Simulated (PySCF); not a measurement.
Rock-salt NaF: PBE at its full settings () and at cheaper ones, in a cell of 2 atoms.

```csv
level and setting,equilibrium lattice constant a (Å),bulk modulus (GPa)
PBE (PySCF),4.721,44.0
PBE/GTH-DZVP (2×2×2 k mesh) (PySCF),4.756,42.2
PBE/STO-3G (Γ point alone) (PySCF),4.417,185
```

Largest shifts from the full settings: lattice constant a -6.44 % (PBE/STO-3G (Γ point alone)), against a difference of +3.03 % of the full result from the reference 4.582 Å (measured, static lattice: zero-point anharmonic expansion removed; as tabulated in Mejia-Rodriguez and Trickey (2018), arXiv:1807.09216); bulk modulus +320 % (PBE/STO-3G (Γ point alone)), against a difference of -17.1 % of the full result from the reference 53.1 GPa (measured, 0 K value with the zero-point phonon effect removed; as tabulated in Mejia-Rodriguez and Trickey (2018), arXiv:1807.09216).

Run with cheap settings on purpose, which may leave them unconverged: PBE/GTH-DZVP (2×2×2 k mesh), PBE/STO-3G (Γ point alone).
